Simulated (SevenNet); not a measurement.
# bcc Nb

All values below come from the machine-learned potential SevenNet-l3i5 (trained on PBE and PBE+U data).

Cell (relaxed at this level):

```cif
data_Nb
_chemical_formula_sum 'Nb1'
_space_group_name_H-M_alt 'P 1'
_space_group_IT_number 1
_cell_length_a 2.87587
_cell_length_b 2.87587
_cell_length_c 2.87587
_cell_angle_alpha 109.471
_cell_angle_beta 109.471
_cell_angle_gamma 109.471
loop_
_space_group_symop_operation_xyz
  'x, y, z'
loop_
_atom_site_label
_atom_site_type_symbol
_atom_site_fract_x
_atom_site_fract_y
_atom_site_fract_z
_atom_site_occupancy
Nb1 Nb 0.00000 0.00000 0.00000 1
```

* **vacancy formation energy**: 2.70 eV

Measured, for comparison: vacancy formation energy 2.65 ± 0.3 eV (no zero-point or thermal correction, monovacancy, our sources range from 2.65 to 2.83; as tabulated in Mehl and Papaconstantopoulos (1996), arXiv:mtrl-th/9602003). Computed (rounded) less measured: vacancy formation energy +0.050 eV (inside the range of the sources held).

A machine-learned potential is trained on density-functional data: it inherits that level's misses and adds fitting errors of its own.

Note: the model's elastic tensor is not positive definite here.
